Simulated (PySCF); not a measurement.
The linear singlet lies higher and needs more than one determinant, so no gap is given.

B3LYP has the VWN-RPA correlation part, as in Gaussian. 

## HO, SMILES `[OH+]` (lower triplet) (charge 1, multiplicity 3)

All values below come from B3LYP-D3(BJ)/def2-TZVP run with PySCF 2.14.0.

- highest occupied spin orbital: -25.12 eV
- total energy: -75.2837 Ha
- cost: roughly 3 core-seconds

Bonded distances (Å): O1–H2 1.041.
Charge +1, spin multiplicity 3.
